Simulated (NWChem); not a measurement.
System: Na, doublet

Computed with NWChem. Pople sets run with spherical d functions. Spin-unrestricted. No stability test was run on the SCF state. Fermi-contact couplings, non-relativistic, static geometry.

Question: Predict the results for CAM-B3LYP/6-31G*. Quantities: A(iso) 23Na atom 1 (MHz); <S²>.

Answer: 
```json
{
  "A(iso) 23Na atom 1 (MHz)": "639",
  "<S²>": "0.750"
}
```
